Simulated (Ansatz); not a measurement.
# AlH2F (SMILES [F][AlH2]): functionals against CCSD(T) at one geometry

An exercise on one series of results from a longer session: the logs are not shown, and one member is left open.

Computed with Ansatz 0.2.0, Gaussian basis. Level: single points in def2-TZVPP.

Cores are frozen in the correlated methods.

### Starting geometry

SMILES `[F][AlH2]`, 4 atoms, charge 0, spin multiplicity 1.

Atoms are counted from 1 here; the program's logs count them from 0.

Bond lengths: F1–Al2 1.633 Å, Al2–H3 1.514 Å, Al2–H4 1.538 Å. Angles: F1–Al2–H3 119.7°, F1–Al2–H4 119.9°, H3–Al2–H4 120.3°.

Coordinates:

```
F    -0.33870   -0.04120    1.55600
Al    0.03430   -0.03430   -0.03420
H    -0.37160   -1.20540   -0.90430
H     0.73720    1.18610   -0.65280
```

Set-up of the first run:

Input file run/in.yaml:

```yaml
crystal:
  periodic: [false, false, false]
  atoms:
    - {symbol: F, position_ang: [-0.338700, -0.041200, 1.556000]}
    - {symbol: Al, position_ang: [0.034300, -0.034300, -0.034200]}
    - {symbol: H, position_ang: [-0.371600, -1.205400, -0.904300]}
    - {symbol: H, position_ang: [0.737200, 1.186100, -0.652800]}
basis:
  gaussian: {orbitals: def2-TZVPP}
correlation: {method: ccsd_t}
output: {forces: true}
```

The command line of these runs was not kept.

Among the steps run: CCSD(T)/def2-TZVPP; PBE0-D4/def2-TZVPP; wB97M-V/def2-TZVPP; r2SCAN-D4/def2-TZVPP; PBE-D4/def2-TZVPP; B97M-V/def2-TZVPP; LC-wPBE/def2-TZVPP.

One of the session's tables, all rows but one given; the rest of the session is left out.

| method | RMS force component (eV/Å) | angle to CCSD(T) forces (°) | dipole (D) |
| --- | --- | --- | --- |
| CCSD(T) | 0.366 | reference | 1.08 |
| PBE0-D4 | 0.374 | 7.8 | 1.14 |
| wB97M-V | 0.345 | 10.2 | 1.10 |
| r2SCAN-D4 | 0.371 | 4.1 | 1.05 |
| PBE-D4 | ? | ? | ? |
| B97M-V | 0.308 | 19.9 | 0.94 |
| LC-wPBE | 0.365 | 2.6 | 1.12 |

Estimate the missing values for PBE-D4.

**Answer.** RMS force component (eV/Å): 0.498; angle to CCSD(T) forces (°): 12.6; dipole (D): 1.05. In the column «RMS force component (eV/Å)» it is the highest.
